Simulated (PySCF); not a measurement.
Gas-phase reaction: (CH3)2Si + (CH3)2SiH2 + 2 CH2 ⇌ 2 (CH3)3Si

Method: PySCF energies (xtb for GFN2) plus ideal-gas RRHO corrections (1 bar). † marks an energy on the PBE0/def2-TZVP geometry and frequencies; other levels use their own. MP2 and CCSD(T) freeze the core. 6-31G* has spherical d functions here. Open shells (unrestricted): CH2 (multiplicity 3), (CH3)3Si (multiplicity 2); the rest are closed-shell singlets. GFN2 has no spin-polarisation term. B3LYP is the form with VWN-RPA correlation. No R ln 2 is added for the mirror-image form of (CH3)2Si. (CH3)2Si, (CH3)3Si: computed as isolated molecules; such fragments, hydroxides, amides, oligomers or adducts are transient or little studied in the gas. MP2 isn't extrapolated to the basis-set limit; its ΔH°(298 K) is -773.6 kJ in def2-SVP and -805.7 kJ in def2-TZVPP. CCSD(T) isn't extrapolated to the basis-set limit. The harmonic model lacks anharmonicity and excited electronic states, which grow with temperature; levels with a mode under 35 cm⁻¹ are left out. Internal rotation in (CH3)2Si, (CH3)2SiH2, (CH3)3Si is treated as a harmonic vibration of one conformer, which makes the entropy rough.

ΔH° and ΔS° at 298 K: B3LYP/6-31G* -773 kJ, -311 J/K; CCSD(T)/def2-SVP† -735 kJ, -310 J/K; GFN2-xTB -919 kJ, -308 J/K; HF/def2-TZVP† -554 kJ, -310 J/K; MP2/def2-TZVPP† -806 kJ, -310 J/K; PBE0/def2-QZVP† -801 kJ, -310 J/K.

### Question
With the heat capacities included, give log10 K (1 bar) at 500, 1400, 1600, 1800, 2500 K from B3LYP/6-31G*, CCSD(T)/def2-SVP†, GFN2-xTB, HF/def2-TZVP†, MP2/def2-TZVPP†, PBE0/def2-QZVP†.

### Answer
```csv
T (K),B3LYP/6-31G*,CCSD(T)/def2-SVP†,GFN2-xTB,HF/def2-TZVP†,MP2/def2-TZVPP†,PBE0/def2-QZVP†
500,64.4,60.6,79.8,41.6,67.9,67.4
1400,12.6,11.2,18.0,4.5,13.9,13.7
1600,9.0,7.9,13.8,1.9,10.2,10.0
1800,6.3,5.3,10.5,0.0,7.3,7.2
2500,0.2,-0.5,3.3,-4.3,1.0,0.9
```
